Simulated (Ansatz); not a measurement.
# SiSF (doublet): wave-function methods side by side, cc-pVDZ

One table from this session's results is given with a row withheld; the runs are named, their logs left out.

Computed with Ansatz 0.2.0, Gaussian basis. Level: cc-pVDZ, core rule «outside noble gas», up to 11 orbitals frozen.

The runs, in order: UHF; CCSD(T) on ROHF; CCSD(T) on UHF; BCCD(T) on ROHF; CISD; CCSDT(Q) on ROHF; CCSDT(Q) on UHF.

32 further runs of the same task are left out: 13 for a known fault of the program, 7 that didn't finish, 12 set aside as unsound or not needed.

**What is computed**

The geometry is a PBE0/def2-TZVP stationary point (not a proven minimum).

3 atoms, charge 0, spin multiplicity 2.

Atoms are counted from 1 here; the program's logs count them from 0.

Bond lengths: F1–Si3 1.592 Å, S2–Si3 1.947 Å. Angles: F1–Si3–S2 126.3°.

As a file:

```
F     0.0000    0.4228    1.7428
S     0.0000    0.1669   -1.4087
Si    0.0000   -0.4765    0.4294
```

The first run:

The input, in.yaml:

```yaml
crystal:
  periodic: [false, false, false]
  atoms:
    - {symbol: F, position_ang: [0.000000, 0.422766, 1.742822]}
    - {symbol: S, position_ang: [0.000000, 0.166918, -1.408718]}
    - {symbol: Si, position_ang: [0.000000, -0.476548, 0.429393]}
basis:
  gaussian: {orbitals: cc-pVDZ}
magnetization: {spin_polarized: true, initial_magnetization: 1}
hamiltonian: {xc: hf}
output: {orbitals: {seedname: orbitals}}
```

On the command line:

```console
> ansatz run in.yaml --threads 1 --pin off --events-out ev --progress --plain --max-ram 2393MiB
```

Among the steps run: UHF; CCSD(T) on ROHF; CCSD(T) on UHF; BCCD(T) on ROHF; CISD; CCSDT(Q) on ROHF; CCSDT(Q) on UHF.

One of the session's tables, all rows but one given; the rest of the session is left out.

```
   method  from UCCSDT(Q) (kcal/mol)
     ROHF                    +265.00
      UHF                          ?
     RMP2                     +21.24
     UMP2                     +21.27
     CISD                     +37.14
    RCCSD                      +9.73
    UCCSD                      +9.60
 RCCSD(T)                      +1.60
 UCCSD(T)                      +1.64
  BCCD(T)                      +1.56
   RCCSDT                      +0.90
   UCCSDT                      +0.89
RCCSDT(Q)                      +0.16
UCCSDT(Q)                          0
```

Estimate the missing values for UHF.

**Answer.** from UCCSDT(Q) (kcal/mol): +262.44. In the column «from UCCSDT(Q) (kcal/mol)» it lies between CISD (+37.14) and ROHF (+265.00).

With the free atoms at the same levels and basis (separate runs), the atomisation energy is 8.465 eV at UCCSDT(Q), 8.425 eV at RCCSD(T), 8.420 eV at UCCSD(T), 6.036 eV at ROHF.

To keep in mind: Restricted and unrestricted rows rest on different reference determinants; where their highest levels disagree by more than a few hundredths of an eV, they describe different states and don't form one ladder.
